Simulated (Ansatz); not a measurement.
We consider trigonal Te, described by PBE (plane waves, PAW; Ansatz, a program for electronic structure).

Run with plane-wave cutoff 500 eV, 12×12×8 k mesh (along the axes of the cell as run), Fermi–Dirac smearing 0.05 eV, scalar-relativistic PAW data made under PBE.

Cell (relaxed at this level):

```cif
data_Te3
_chemical_formula_sum 'Te3'
_space_group_name_H-M_alt 'P3121'
_space_group_IT_number 152
_space_group_name_Hall 'P 31 2"'
_cell_length_a 4.52130
_cell_length_b 4.52130
_cell_length_c 5.95283
_cell_angle_alpha 90.000
_cell_angle_beta 90.000
_cell_angle_gamma 120.000
loop_
_atom_site_label
_atom_site_type_symbol
_atom_site_symmetry_multiplicity
_atom_site_Wyckoff_symbol
_atom_site_fract_x
_atom_site_fract_y
_atom_site_fract_z
_atom_site_occupancy
Te1 Te 3 a 0.73171 0.73171 0.00000 1
```

**Question.** Estimate the band gap that the calculation returns.

**Answer.** 
band gap: 0.24 eV (on the SCF k mesh)

Measured, for comparison: band gap 0.33 eV (temperature not stated, no zero-point or thermal correction, compiled measured gap; kind and temperature not stated; as tabulated in Kothakonda et al. (2022), arXiv:2208.02841).

Note: the cell comes from a level without a dispersion term, which matters for the spacing of layers, chains or molecules.

Spin–orbit coupling is not included; with these elements it can move the gap by several tenths of an eV or more.

Static lattice: no zero-point or thermal effects.
